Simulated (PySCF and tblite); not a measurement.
Values are calculated unless marked as measured or tabulated.
trichlorofluoroethylene, C2Cl3F, numbered as in [F:1][C:2]([Cl:3])=[C:4]([Cl:5])[Cl:6].

GFN2-xTB molecular dynamics (tblite; Langevin, friction 0.005 fs⁻¹, 1.5 fs steps, hydrogen mass 4 u): 400 + 8000 steps at each temperature, started from the lowest conformer, nuclei classical.

GIAO shieldings at B3LYP/pcSseg-1 (PySCF) on 9 frames a temperature; like atoms are averaged, and of two unlike H on one atom a is the less shielded at the minimum.

Problem. How far do thermal motions move the shieldings from their values at the minimum?

Solution. 
| signal | σ at minimum (ppm) | Δσ, 200 K | Δσ, 400 K | Δσ, 600 K |
| --- | --- | --- | --- | --- |
| F1 | 244.5 | -6.6 ± 3.6 | -16.6 ± 3.3 | -4.6 ± 5.7 |
| C2 | 19.0 | -1.5 ± 1.9 | -3.6 ± 2.1 | -2.0 ± 2.5 |
| Cl3 | 650.6 | -15.3 ± 9.4 | -18.2 ± 12.6 | -24.4 ± 19.9 |
| C4 | 52.2 | -1.3 ± 1.8 | -7.0 ± 1.5 | -6.7 ± 3.4 |
| Cl5 | 648.2 | -12.1 ± 10.0 | -21.4 ± 12.4 | -52.6 ± 21.3 |
| Cl6 | 641.1 | 9.9 ± 8.7 | -57.6 ± 15.3 | -36.6 ± 16.0 |

Errors are standard errors over frames. Zero-point motion is missing, and a reference compound would move too.

Problem. What do the single frames at 600 K give for Cl3?

Solution. 
```tsv
t (fs)	V above the minimum, tight binding (kcal/mol)	E above it, DFT (kcal/mol)	torsions (°)	σ (ppm)
1266	9.1	10.8	none	511.8
2600	12.3	14.8	none	679.9
3933	4.1	4.8	none	570.8
5266	8.2	11.8	none	656.2
6600	10.6	10.3	none	580.6
7934	11.2	15.1	none	631.5
9267	8.0	9.8	none	647.5
10600	5.2	6.8	none	693.9
11934	7.4	12.1	none	663.1
```

Problem. How does the lowest singlet excitation (CAM-B3LYP/def2-SVPD) spread?

Solution. 5.63 eV at the minimum; 5.53 eV with a spread of 0.10 eV at 200 K; 5.24 eV with a spread of 0.13 eV at 400 K; 5.21 eV with a spread of 0.35 eV at 600 K.

Changes within two standard errors are not significant.

The study took 9.5 min on 1 thread of Arm Neoverse V2, on a host shared with other jobs (rough), peak memory 0.67 GiB, launched as `OMP_NUM_THREADS=1 python ens_run.py task.json out`.
